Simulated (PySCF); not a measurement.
Structure from NMR data

An unknown has the formula C4H6O. Its calculated NMR data are:

$^{1}$H NMR (400 MHz, computed): δ 8.62 (d, J = 7.3 Hz, 1H), 1.53 (m, 1H), 0.97 (m, 2H), 0.92 (m, 2H).

$^{13}$C{$^{1}$H} NMR (computed): δ 195.1 (CH), 24.8 (CH), 5.5 (CH2, 2C).

All values are calculated (PySCF 2.14.0 with density-fitted response routines): structure optimised with PBE0-D3(BJ)/def2-SVP, σ from GIAO-KT2/pcSseg-2, B3LYP/pcJ-1 coupling constants (without the spin–dipole term). Non-relativistic Hamiltonian, averaged over atoms made equivalent by symmetry, fast rotation or ring inversion, isolated molecule, single conformer.

References, each an isolated molecule treated in the same way: $^{1}$H (σref 31.18), $^{13}$C (σref 182.28) vs TMS.

Task: Choose the structure that fits.
A. C=C=CCO
B. COC1=CC1
C. O=CC1CC1

Result: C. 

1. Rings plus π bonds: 2 (1 ring in the answer).
2. 3 carbon signals for 4 carbons: some carbons are equivalent by symmetry or fast rotation.
3. Carbon types of the structure: 2 × CH, 2 × CH2, which accounts for all hydrogens.
4. δC 195.1: aldehyde carbonyl carbon; low-lying n→π* states of the double bond to the heteroatom give a large paramagnetic term (-260 ppm).
5. δC 24.8, 5.5: three-membered-ring carbon; carbons of three-membered rings are unusually shielded.
6. δH 8.62: hydrogen on an aldehyde carbonyl carbon.
7. δH 1.53, 0.97, 0.92: hydrogen on a three-membered-ring carbon; cyclopropane-type protons are shielded by the ring.

The others: C=C=CCO would give 4 carbon signals, not 3; COC1=CC1 would give 4 carbon signals, not 3.

Splittings below 1 Hz are ignored in the labels, and close J values are merged. Couplings among chemically equivalent protons are left out too, so labels in AA′BB′ or AA′XX′ sets are apparent multiplicities. Unscaled 3J(H,H) at this level run about 10 % above measured values. Shifts are as computed. Against solution values, carbons near 30 ppm lie about +3 ppm off and those near 130 ppm about -1 ppm. Of 1211 compounds with measured shifts, 218 miss one by over three times the rms of a fit or turn the order of signals round; such compounds aren't used in these exercises. Couplings across =CH–CH2 type bonds come from one rotamer and its mirror image, and can be 1–2 Hz further off. Vicinal couplings across rotatable single bonds and in flexible rings belong to the one computed conformer; a conformer average would change them.
